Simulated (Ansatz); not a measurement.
# HN2P: structure from calculated spectroscopic constants

These gas-phase data were calculated for one isomer of HN2P at B3LYP/6-31G* (harmonic, unscaled wavenumbers; equilibrium rotational constants with average atomic masses):

- rotational constants: 250.9, 5.887, 5.752 GHz
- all wavenumbers above 1500 cm⁻¹: 2391, 2170

Candidates:

(1) `N1=NP1`, a singlet
(2) `N=[N+]=[P-]`, a singlet
(3) `N#[N+][PH-]`, a singlet

Assign the data to one candidate and say why. Where the bands don't settle it, estimate the moments of inertia from typical bond lengths.

Candidate (3). No mode falls between 3250 and 3800 cm⁻¹, where the N–H stretch of (2) would stand. The rotational constants decide the rest: (1) would give 42.52, 9.846, 8.527 GHz.

The same quantities for all candidates:

```tsv
	rotational constants (GHz)	wavenumbers above 1500 cm⁻¹	E above the lowest, B3LYP/6-31G* (kcal/mol)
(1)	42.52, 9.846, 8.527	2376, 1815	15.3
(2)	630.6, 6.049, 5.991	3371, 1783	13.2
(3)	250.9, 5.887, 5.752	2391, 2170	0.0
```

Harmonic stretches to hydrogen usually lie a few per cent above observed fundamentals. Each candidate is one conformer. Programs: Ansatz 0.2.0.
